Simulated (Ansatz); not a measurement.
Results of PBE (Ansatz, a first-principles code, PAW) for zinc-blende BeSe.

Settings: plane-wave cutoff 520 eV, 12×12×12 k mesh, scalar-relativistic PAW data made under PBE.

Computed at the level's own relaxed cell.

Elastic tensor (GPa, Voigt notation, ions relaxed):

```
  127.4    49.0    49.0     0.0     0.0     0.0
   49.0   127.4    49.0     0.0     0.0     0.0
   49.0    49.0   127.4     0.0     0.0     0.0
    0.0     0.0     0.0    66.0     0.0     0.0
    0.0     0.0     0.0     0.0    66.0     0.0
    0.0     0.0     0.0     0.0     0.0    66.0
```

Worked from these constants: the tetragonal shear constant is C′ = (C11 − C12)/2 = 39.2 GPa against C44 = 66.0 GPa, so the tetragonal shear is the softer. The Zener ratio C44/C′ is 1.68 (1 for an isotropic solid), and the Cauchy pressure C12 − C44 is -17.0 GPa. With C11 + 2C12 = 225.4 GPa all three Born conditions hold; they don't test modes at the zone boundary.

The computed numbers hold no vibrational or temperature effects.
